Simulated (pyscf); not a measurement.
Four-centre exchange: H₂N–SiH₂–F (SMILES N[SiH2]F) + NH₃ (SMILES N) → H₂N–SiH₂–F (SMILES N[SiH2]F) + NH₃ (SMILES N)

Gas phase, singlet surface, charge 0. Bonds broken: Si2–H9, H6–N8. Bonds formed: Si2–H6, N8–H9. PySCF, gas phase, ωB97X-D3(BJ)/def2-SVP geometries. MP2 and CC: frozen core, UHF for open shells. ΔMP2 is the change of the MP2 total energy from the triple- to the quadruple-zeta basis.

Transition state (Å):

```xyz
11

N     -1.3134    -1.8213    -0.3767
Si    -0.2191    -0.4456    -0.2509
F      0.9716    -0.8149     0.8758
H     -1.9900    -1.9682     0.3662
H     -0.9289    -2.7194    -0.6617
H     -1.6899     1.4297     0.7419
H      0.5498    -0.6374    -1.5499
N     -1.4976     2.4131     0.3951
H     -0.7871     2.0345    -0.2970
H     -2.3071     2.8714    -0.0411
H     -1.0521     2.9900     1.1185
```

One imaginary mode, 730i cm⁻¹; descent along it reached the two sides named.

```csv
bond,change,reactant side (Å),saddle,product side
Si2–H9,breaks,1.499,2.545,4.7
H6–N8,breaks,1.021,1.060,2.7
Si2–H6,forms,5.0,2.582,1.500
N8–H9,forms,2.8,1.062,1.020
```

Electronic energies relative to the separated reactants (kcal/mol):

| level | barrier | reaction energy | reverse barrier |
|---|---|---|---|
| ωB97X-D3(BJ)/def2-TZVP | 63.7 | 0.0 | 63.7 |
| PBE/def2-TZVP | 53.6 | 0.0 | 53.6 |
| r²SCAN/def2-TZVP | 61.2 | 0.0 | 61.2 |
| B3LYP-D3(BJ)/def2-TZVP | 59.9 | 0.0 | 59.9 |
| PBE0-D3(BJ)/def2-TZVP | 57.6 | 0.0 | 57.6 |
| M06-2X/def2-TZVP | 64.0 | 0.0 | 64.0 |
| ωB97M-D3(BJ)/def2-TZVP | 62.0 | 0.0 | 62.0 |
| HF/def2-TZVP | 76.9 | 0.0 | 76.9 |
| MP2/def2-QZVPP | 65.4 | 0.0 | 65.4 |
| CCSD/def2-TZVPP | 66.8 | 0.0 | 66.8 |
| CCSD(T)/def2-TZVPP | 64.6 | 0.0 | 64.6 |
| CCSD(T)/def2-TZVPP + ΔMP2(QZVPP) | 64.1 | 0.0 | 64.1 |

With CCSD(T)/def2-TZVPP + ΔMP2(QZVPP) energies and thermal terms (ideal gas, 1 atm, RRHO with modes under 100 cm⁻¹ raised to 100, one conformer, R ln 2 for chiral ones without a mode under 150 cm⁻¹), in kcal/mol:

| T (K) | ΔH‡ | ΔG‡ | ΔH | ΔG |
|---|---|---|---|---|
| 298 | 65.4 | 74.1 | 0.0 | 0.0 |
| 600 | 65.6 | 82.7 | 0.0 | 0.0 |
| 900 | 66.0 | 91.2 | 0.0 | 0.0 |
| 1200 | 66.4 | 99.6 | 0.0 | 0.0 |

The same reactants have a lower exit, to H₂N–SiH₂–NH₂ + HF (barrier +28.5 kcal/mol at ωB97M-D3(BJ)/def2-TZVP, against +62.0 kcal/mol here). This is the saddle that the search found; another between the same sides may lie lower. The CCSD(T) − MP2 part came from Ansatz, without density fitting, on the same reference.
